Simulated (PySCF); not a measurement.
Run record: geometry optimisation, `[C-]#[S+]`.

Computed with B3LYP/def2-TZVP geometry optimisation, gas phase (PySCF 2.14.0). Start geometry: GFN2-xTB. The input is one job of a driver script: a line of settings, then coordinates in Å.

Input:
```
{"job": {"xc": "B3LYP", "basis": "def2-TZVP", "grid": 1, "kind": "geom"}, "charge": 0, "multiplicity": 1}
C      0.761975    -0.003367    -0.002271
S     -0.759218     0.004635    -0.011877
```

**Question.** What does the run print?

**Answer.** 
```
step   0  E = -436.25704943  max force = 0.011857
step   1  E = -436.25716733  max force = 0.000934
step   2  E = -436.25716802  max force = 0.000171
optimisation converged
```

Energies in Eh; «max force» is the largest Cartesian gradient component in Eh/bohr.

**Question.** Give the first gradient maximum in eV/Å.

**Answer.** With 1 Eh/bohr = 51.422 eV/Å, 0.610 eV/Å.

Main results: final energy -436.25717 Eh after 2 steps; dipole 1.94 D.

On an Intel Xeon at 2.70 GHz with one thread, shared host with 64 logical CPUs at a one-minute load of 61, this took 5.3 s of wall time and 0.28 GiB of memory at its peak.
Labels such as C1 count atoms from 1, the log's own numbers from 0.
